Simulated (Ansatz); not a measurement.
Results of r²SCAN+rVV10 (Ansatz, an electronic-structure program, PAW) for fcc Au.

Settings: plane-wave cutoff 560 eV, 24×24×24 k mesh, Fermi–Dirac smearing 0.05 eV, scalar-relativistic PAW data made under PBE.

Cell (relaxed at this level):

```xyz
1
Lattice="0.0000 2.0501 2.0501 2.0501 0.0000 2.0501 2.0501 2.0501 0.0000" Properties=species:S:1:pos:R:3 pbc="T T T"
Au     0.0000     0.0000     0.0000
```

Task: What does this level give for the bulk modulus B0 and pressure derivative B′ of the bulk modulus?

Result: 
* **bulk modulus B0**: 167 GPa
* **pressure derivative B′ of the bulk modulus**: 5.8

The run finds no gap.

Measured, for comparison: bulk modulus 182 GPa (0 K value with the zero-point phonon effect removed, our sources range from 175 to 182; as tabulated in Mejia-Rodriguez and Trickey (2018), arXiv:1807.09216). Computed (rounded) less measured: bulk modulus -8 % (-5 % to -8 % over the range).

Spin–orbit coupling is not included; it can shift volumes and moduli of such heavy elements.

Computed values are for the static lattice.

The result took roughly 2.1 core-minutes.
